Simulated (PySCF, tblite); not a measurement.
# C₅H₁₀N radical: geometry, infrared bands and EPR parameters

What infrared bands and EPR parameters should C₅H₁₀N radical (`C=C[C@@H](C)[N]C`) show?

The runs use tblite 0.8.0 and PySCF 2.14.0, with density-fitted response routines of our own; the level of theory stands in each step. All values are computed, except where a source is named. Atoms count from 0, in the outputs and in this text.

## (1) The starting structure

16 atoms, charge 0, multiplicity 2; geometry from: force field or distance geometry start.

Bonds of the start (Å): C0–C1 1.33, C1–C2 1.51, C2–C3 1.53, C2–N4 1.45, N4–C5 1.46, C0–H6 1.08, C0–H7 1.08, C1–H8 1.10, C2–H9 1.10, C3–H10 1.11, C3–H11 1.09, C3–H12 1.09, C5–H13 1.10, C5–H14 1.09, C5–H15 1.10.

## (2) Geometry optimisation with GFN2-xTB

Job settings and geometry (Å):

```
{"job": {"kind": "relax", "xc": "GFN2-xTB", "basis": "xTB"}, "charge": 0, "multiplicity": 2}
C     -2.193200    -1.127100    -0.633000
C     -1.209200    -0.899600     0.225100
C     -0.098900     0.104300     0.030000
C     -0.200300     1.205700     1.087600
N      1.144100    -0.638500     0.156700
C      2.214900    -0.050400    -0.641800
H     -2.947300    -1.879300    -0.437000
H     -2.254500    -0.558800    -1.553100
H     -1.142400    -1.498700     1.146600
H     -0.229700     0.576700    -0.954300
H     -0.096300     0.787600     2.106800
H     -1.167600     1.713300     1.045700
H      0.582000     1.950400     0.972000
H      2.450300     0.981100    -0.350200
H      1.995100    -0.040100    -1.710700
H      3.145500    -0.617500    -0.501900
```

On the command line:

```bash
OMP_NUM_THREADS=1 python probes_run.py task.json out
```

The driver reads the jobs from task.json and runs them one after another.

**Question.** This job is followed by: GFN2-xTB harmonic vibrations, gas phase; UKS B3LYP, pcH-1 on C H N, non-relativistic, mean-field spin-orbit, GIAO. Predict these results of the whole session: strongest single infrared mode (GFN2-xTB); zero-point energy (GFN2-xTB); g(iso) (B3LYP); ⟨S²⟩; largest a(iso) (averaged by class); potential on the surface of density 0.002 e/bohr³, 1st and 99th percentile.

**Answer**, as computed:

```
                                                                  quantity                          value
                                 strongest single infrared mode (GFN2-xTB)           2777 cm⁻¹, 88 km/mol
                                              zero-point energy (GFN2-xTB)                  85.1 kcal/mol
                                                            g(iso) (B3LYP)                        2.00429
                                                                      ⟨S²⟩             0.754 (exact 0.75)
                                        largest a(iso) (averaged by class)  1H on H13, H14, H15, 89.4 MHz
potential on the surface of density 0.002 e/bohr³, 1st and 99th percentile             -1.70 V and 0.77 V
```

Relaxing lowered the energy by 0.202 eV in 125 steps; the close pair that moved most is N4–C5, from 1.459 to 1.402 Å. No mode is imaginary among the 42: a minimum at this level. The strongest single mode, at 2777 cm⁻¹, moves mainly H9. Unscaled tight-binding wavenumbers are off by several per cent, some by more. Its intensities can rank the bands wrongly. N4 carries the largest spin population, 0.88 e. The isotropic g lies 2.0 ppt above the free-electron value. These values are for one conformer; the search (at its own cheap level) found 1 more, at 0.05 kcal/mol, and measured spectra average over such forms.
